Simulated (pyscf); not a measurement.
Structures and frequencies: ωB97X-D3(BJ)/def2-SVP in PySCF. Correlated levels are frozen-core, on RHF or UHF. ΔMP2 is the change of the MP2 total energy from the triple- to the quadruple-zeta basis.

SMILES: [SH][Zn][Cl]
```xyz
4

S     -0.9816     1.1592     0.2939
Zn    -1.0074    -1.0016     0.3163
Cl    -1.0292    -3.1040     0.3434
H     -1.6948     1.2274    -0.8494
```

**Question.** How much does it cost (ΔH, 298 K, CCSD(T)/def2-TZVPP + ΔMP2(QZVPP)) to split HS–Zn–Cl (SMILES [SH][Zn][Cl]) at its Cl–Zn bond into [HS–Zn]• + Cl•?

**Answer.** Cl–Zn to [HS–Zn]• + Cl•: 445.8 kJ/mol. The radicals are drawn with the spin at the cut bond; how far it spreads was not checked. The CCSD(T) − MP2 part came from Ansatz, without density fitting, on the same reference. The frozen core leaves the outer d or s,p core shells of the metals and heavy elements correlated in the MP2 and CC values, and def2-TZVPP describes them poorly, which can shift differences by a few kcal/mol. Left out: the spin-orbit lowering of Cl. Elements up to Kr have no core potential and no relativistic terms here.
